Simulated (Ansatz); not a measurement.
Calculated with Ansatz (gas phase, PBE0-D4/def2-TZVP geometries, no zero-point term in ΔE). CCSD(T)/CBS adds triple-zeta CCSD(T) − MP2 to the extrapolated MP2 energy (def2 sets, frozen cores). Double bonds are as drawn, so ΔE can hold a change between cis and trans. DFT in def2-TZVPP. B3LYP here is the variant with VWN-RPA as its local correlation; programs differ in this. One conformer a species, not always the lowest.

`CO/C=C/F` + `CCCC(C)C` → `CCCC(C)CC` + `O/C=C\F`  (formal exchange of groups at a C–O bond)

Is it downhill or uphill in electronic energy at CCSD(T)/CBS, and by how much? (Best estimate.)

The calculation gave: Downhill: ΔE = -55.0 kJ/mol.

What do these levels give: PBE-D4, PBE0-D4, B3LYP-D4, ωB97M-V, B3LYP, HF/def2-TZVPP, MP2/def2-TZVPP, SCS-MP2/def2-TZVPP, CCSD(T)/def2-TZVPP, HF/def2-QZVPP, MP2/CBS(def2), CCSD/CBS(def2)? (Estimate.)

Computed: PBE-D4 -49.6, PBE0-D4 -52.1, B3LYP-D4 -46.3, ωB97M-V -50.6, B3LYP -45.9, HF/def2-TZVPP -45.6, MP2/def2-TZVPP -54.5, SCS-MP2/def2-TZVPP -50.8, CCSD(T)/def2-TZVPP -51.3, HF/def2-QZVPP -46.0, MP2/CBS(def2) -58.2, CCSD/CBS(def2) -55.2 kJ/mol.

Largest T1 diagnostic among the species: 0.013.

In def2-TZVPP, CCSD(T) changes the Hartree–Fock value by −5.8 kJ/mol (the triples alone add +0.2 kJ/mol) and MP2 by −8.9 kJ/mol.
